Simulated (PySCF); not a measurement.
## Two-dimensional NMR puzzle

Compound of formula C$_{4}$H$_{6}$O. Correlations simulated from computed shifts and couplings:

HSQC (one-bond C–H):
```
  δH     δC  1J(C,H) (Hz)
8.62  195.1           171
1.53   24.8           176
0.97    5.5           175
0.92    5.5           170
```

COSY cross peaks (|J| ≥ 2 Hz):
```
  δH    δH  abs. J (Hz)  bonds
8.62  1.53          7.3      3
1.53  0.97          9.3      3
1.53  0.92          5.2      3
0.97  0.92          7.6      3
```

HMBC (two and three bonds, |J| ≥ 2.5 Hz):
```
  δH  δC [abs. J in Hz]
8.62        24.8 [29.9]
0.97        195.1 [3.9]
0.92        195.1 [7.2]
```

Level of theory: shielding tensors at KT2/pcSseg-2 (GIAO), coordinates at the PBE0-D3(BJ)/def2-SVP level, B3LYP/pcJ-1 coupling constants (without the spin–dipole term), in PySCF 2.14 (equivalent nuclei averaged, single conformer, isolated molecule, relativity neglected).

Scale: 1H (31.18 ppm) and 13C (182.28 ppm) vs TMS (reference shieldings calculated alike).

Exchangeable hydrogens are left out of these lists, and C,H couplings along chains are those of one rotamer, so weak HMBC peaks may be missing or extra.

Question: Which molecule is this?

Answer: SMILES C1C(C=O)C1.

Atom-mapped SMILES (the numbers label the heavy atoms): `[O:1]=[CH:2][CH:3]1[CH2:4][CH2:5]1` (H(Xn): hydrogen on atom n). Ha(C4), Ha(C5) are cis to C2 on the ring; Hb(C4), Hb(C5) are trans to C2 on the ring.

δC 195.1 is C2, an aldehyde carbonyl carbon (δH 8.62). δC 24.8 is C3, a three-membered-ring carbon (δH 1.53). δC 5.5 is C4/C5, a three-membered-ring carbon (δH 0.97, 0.92). COSY links 8.62–1.53, 1.53–0.97, 1.53–0.92, 0.97–0.92.

Unscaled 3J(H,H) at this level run about 10 % above measured values. Shifts are as computed. Against solution values, carbons near 30 ppm lie about +3 ppm off and those near 130 ppm about -1 ppm. Of 1211 compounds with measured shifts, 218 miss one by over three times the rms of a fit or turn the order of signals round; such compounds aren't used in these exercises. Couplings across =CH–CH2 type bonds come from one rotamer and its mirror image, and can be 1–2 Hz further off. Only one conformer was computed, so three-bond couplings in flexible chains and rings are approximate.
